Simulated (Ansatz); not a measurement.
**Nudged elastic band run: CH₂NSi**

Input:

```yaml
crystal:
  periodic: [false, false, false]
  atoms:
    - { symbol: "N", position_ang: [-1.221642, -0.548, -0.177741] }
    - { symbol: C, position_ang: [-0.116737, -0.201403, 0.114789] }
    - { symbol: Si, position_ang: [1.557343, 0.141607, 0.796912] }
    - { symbol: H, position_ang: [-1.663701, -0.953063, -0.993911] }
    - { symbol: H, position_ang: [1.444738, 1.56087, 0.259941] }
magnetization:
  spin_polarized: true
  initial_magnetization: 1
basis:
  gaussian: { orbitals: def2-mTZVP }
hamiltonian:
  xc: b3lyp
neb:
  order_check: false
  images: 7
  f_tol: 0.05
  max_iterations: 29
  final_atoms:
    - { symbol: "N", position_ang: [-0.92467703, -0.74614485, -0.64109855] }
    - { symbol: C, position_ang: [-0.03158505, -0.25886042, -0.01574047] }
    - { symbol: Si, position_ang: [1.45208743, 0.21262691, 0.96545165] }
    - { symbol: H, position_ang: [-1.9346047, -0.76906473, -0.57007562] }
    - { symbol: H, position_ang: [1.43878036, 1.5614541, 0.26145297] }
  initial_path:
    images:
      - { positions_ang: [[-1.221642, -0.548, -0.177741], [-0.116737, -0.201403, 0.114789], [1.557343, 0.141607, 0.796912], [-1.663701, -0.953063, -0.993911], [1.444738, 1.56087, 0.259941]] }
      - { positions_ang: [[-1.22759957, -0.51373932, -0.27985563], [-0.14626977, -0.12713527, 0.05269623], [1.52032648, 0.13301477, 0.74048479], [-1.65430698, -1.05015852, -0.86920533], [1.50785084, 1.55802934, 0.35586994]] }
      - { positions_ang: [[-1.23355715, -0.47947864, -0.38197025], [-0.17580255, -0.05286755, -0.00939655], [1.48330997, 0.12442254, 0.68405757], [-1.64491295, -1.14725404, -0.74449966], [1.57096368, 1.55518868, 0.45179888]] }
      - { positions_ang: [[-1.23951472, -0.44521795, -0.48408488], [-0.20533532, 0.02140018, -0.07148932], [1.44629345, 0.11583031, 0.62763036], [-1.63551893, -1.24434956, -0.61979398], [1.63407652, 1.55234803, 0.54772782]] }
      - { positions_ang: [[-1.24547229, -0.41095727, -0.58619951], [-0.2348681, 0.0956679, -0.13358209], [1.40927693, 0.10723809, 0.57120315], [-1.6261249, -1.34144509, -0.49508831], [1.69718936, 1.54950737, 0.64365677]] }
      - { positions_ang: [[-1.16527348, -0.49475417, -0.59992427], [-0.18404734, 0.00703582, -0.10412169], [1.41997956, 0.13358529, 0.66976527], [-1.70324485, -1.19835, -0.51383514], [1.63258711, 1.55249405, 0.54810582]] }
      - { positions_ang: [[-1.08507466, -0.57855106, -0.61364903], [-0.13322658, -0.08159626, -0.07466128], [1.43068218, 0.1599325, 0.7683274], [-1.7803648, -1.05525491, -0.53258196], [1.56798486, 1.55548073, 0.45255487]] }
      - { positions_ang: [[-1.00487584, -0.66234796, -0.62737379], [-0.08240581, -0.17022834, -0.04520087], [1.4413848, 0.1862797, 0.86688953], [-1.85748475, -0.91215982, -0.55132879], [1.50338261, 1.55846742, 0.35700392]] }
      - { positions_ang: [[-0.92467703, -0.74614485, -0.64109855], [-0.03158505, -0.25886042, -0.01574047], [1.45208743, 0.21262691, 0.96545165], [-1.9346047, -0.76906473, -0.57007562], [1.43878036, 1.5614541, 0.26145297]] }
```

Launched with:

```bash
$ ansatz run input.yaml --threads 1 --pin off --max-ram 2048MiB --backend cpu --events-out ev --progress --plain --runs-dir out
```

Output, in part (warnings, iteration lines, the closing report on the highest movable image, with atoms numbered from 0):

```
NEB end point (image 0): max|allowed force component| = 4.360e-3 eV/Å (the criterion of neb.relax_end_points is 1.000e-2)
NEB end point (image 8): max|allowed force component| = 8.933e-3 eV/Å (the criterion of neb.relax_end_points is 1.000e-2)
NEB iter   1: max|band force component| = 1.128e1 eV/Å  barrier→ = 1.0185 eV  barrier← = 1.0185 eV  Δτ_max = 0.1078 Å  (311 SCF iters)
NEB iter   2: max|band force component| = 9.888e-1 eV/Å  barrier→ = 0.2963 eV  barrier← = 0.2962 eV  Δτ_max = 0.1254 Å  (250 SCF iters)
NEB iter   3: max|band force component| = 4.243e-1 eV/Å  barrier→ = 0.1981 eV  barrier← = 0.1981 eV  CI = image 4  Δτ_max = 0.0863 Å  (252 SCF iters)
NEB iter   4: max|band force component| = 3.433e-1 eV/Å  barrier→ = 0.1664 eV  barrier← = 0.1664 eV  CI = image 4  Δτ_max = 0.0743 Å  (255 SCF iters)
NEB iter   5: max|band force component| = 5.330e-1 eV/Å  barrier→ = 0.1466 eV  barrier← = 0.1466 eV  CI = image 4  Δτ_max = 0.0374 Å  (247 SCF iters)
NEB iter   6: max|band force component| = 3.923e-1 eV/Å  barrier→ = 0.1344 eV  barrier← = 0.1344 eV  CI = image 3  Δτ_max = 0.0372 Å  (243 SCF iters)
NEB iter   7: max|band force component| = 3.128e-1 eV/Å  barrier→ = 0.1330 eV  barrier← = 0.1329 eV  CI = image 3  Δτ_max = 0.0379 Å  (247 SCF iters)
NEB iter   8: max|band force component| = 2.174e-1 eV/Å  barrier→ = 0.1296 eV  barrier← = 0.1295 eV  CI = image 3  Δτ_max = 0.0188 Å  (243 SCF iters)
NEB iter   9: max|band force component| = 1.582e-1 eV/Å  barrier→ = 0.1268 eV  barrier← = 0.1267 eV  CI = image 3  Δτ_max = 0.0375 Å  (235 SCF iters)
NEB iter  10: max|band force component| = 2.015e-1 eV/Å  barrier→ = 0.1255 eV  barrier← = 0.1254 eV  CI = image 3  Δτ_max = 0.0366 Å  (243 SCF iters)
NEB iter  11: max|band force component| = 2.543e-1 eV/Å  barrier→ = 0.1377 eV  barrier← = 0.1376 eV  CI = image 3  Δτ_max = 0.0722 Å  (229 SCF iters)
NEB iter  12: max|band force component| = 3.446e-1 eV/Å  barrier→ = 0.1391 eV  barrier← = 0.1391 eV  CI = image 3  Δτ_max = 0.0368 Å  (244 SCF iters)
NEB iter  13: max|band force component| = 2.514e-1 eV/Å  barrier→ = 0.1312 eV  barrier← = 0.1311 eV  CI = image 3  Δτ_max = 0.0410 Å  (241 SCF iters)
NEB iter  14: max|band force component| = 1.689e-1 eV/Å  barrier→ = 0.1224 eV  barrier← = 0.1224 eV  CI = image 3  Δτ_max = 0.0092 Å  (250 SCF iters)
NEB iter  15: max|band force component| = 1.899e-1 eV/Å  barrier→ = 0.1252 eV  barrier← = 0.1251 eV  CI = image 3  Δτ_max = 0.0398 Å  (199 SCF iters)
NEB iter  16: max|band force component| = 2.099e-1 eV/Å  barrier→ = 0.1248 eV  barrier← = 0.1247 eV  CI = image 3  Δτ_max = 0.0518 Å  (247 SCF iters)
NEB iter  17: max|band force component| = 2.619e-1 eV/Å  barrier→ = 0.1083 eV  barrier← = 0.1083 eV  CI = image 3  Δτ_max = 0.0262 Å  (247 SCF iters)
NEB iter  18: max|band force component| = 4.752e-1 eV/Å  barrier→ = 0.1033 eV  barrier← = 0.1033 eV  CI = image 2  Δτ_max = 0.0130 Å  (239 SCF iters)
NEB iter  19: max|band force component| = 4.046e-1 eV/Å  barrier→ = 0.1054 eV  barrier← = 0.1054 eV  CI = image 2  Δτ_max = 0.0264 Å  (226 SCF iters)
NEB iter  20: max|band force component| = 2.253e-1 eV/Å  barrier→ = 0.1087 eV  barrier← = 0.1086 eV  CI = image 2  Δτ_max = 0.0511 Å  (251 SCF iters)
NEB iter  21: max|band force component| = 1.542e-1 eV/Å  barrier→ = 0.1075 eV  barrier← = 0.1075 eV  CI = image 2  Δτ_max = 0.0321 Å  (250 SCF iters)
NEB iter  22: max|band force component| = 1.253e-1 eV/Å  barrier→ = 0.1048 eV  barrier← = 0.1048 eV  CI = image 2  Δτ_max = 0.0160 Å  (241 SCF iters)
NEB iter  23: max|band force component| = 7.174e-2 eV/Å  barrier→ = 0.1034 eV  barrier← = 0.1034 eV  CI = image 2  Δτ_max = 0.0101 Å  (231 SCF iters)
NEB iter  24: max|band force component| = 5.607e-2 eV/Å  barrier→ = 0.1023 eV  barrier← = 0.1023 eV  CI = image 2  Δτ_max = 0.0110 Å  (203 SCF iters)
NEB iter  25: max|band force component| = 5.575e-2 eV/Å  barrier→ = 0.1012 eV  barrier← = 0.1012 eV  CI = image 2  Δτ_max = 0.0113 Å  (209 SCF iters)
NEB iter  26: max|band force component| = 5.330e-2 eV/Å  barrier→ = 0.1002 eV  barrier← = 0.1002 eV  CI = image 2  Δτ_max = 0.0116 Å  (216 SCF iters)
NEB iter  27: max|band force component| = 4.553e-2 eV/Å  barrier→ = 0.0994 eV  barrier← = 0.0993 eV  CI = image 2  Δτ_max = 0.0000 Å  (443 SCF iters)
Total energy: -10435.59368875 eV, -383.5009945621 hartree
Atom 0 at    -1.069908    -0.566043    -0.433943 Å, force     0.009800    -0.047277     0.017669 eV/Å
Atom 1 at    -0.049402    -0.196307     0.018367 Å, force    -0.003266     0.018257    -0.006351 eV/Å
Atom 2 at     1.597614     0.155279     0.804235 Å, force    -0.003315     0.001538    -0.002097 eV/Å
Atom 3 at    -1.900992    -1.000664    -0.773922 Å, force    -0.006231     0.025749    -0.010250 eV/Å
Atom 4 at     1.422689     1.607747     0.385253 Å, force     0.003012     0.001734     0.001029 eV/Å
Dipole moment:    -0.709180    -0.252003    -0.316254 e Å
```

The forces met the threshold. A vibrational analysis at the climbing image gives one clearly imaginary mode, 486i cm⁻¹: a first-order saddle point.

Final band:

| image | path coordinate (Å) | energy (eV) |
| --- | --- | --- |
| 0 | 0.00 | 0.000 |
| 1 | 0.24 | 0.043 |
| 2 | 0.48 | 0.099 |
| 3 | 0.56 | 0.091 |
| 4 | 0.65 | 0.069 |
| 5 | 0.73 | 0.042 |
| 6 | 0.81 | 0.018 |
| 7 | 0.89 | 0.004 |
| 8 | 0.98 | 0.000 |

Time of the run: 21 min on 1 CPU thread of a shared host.
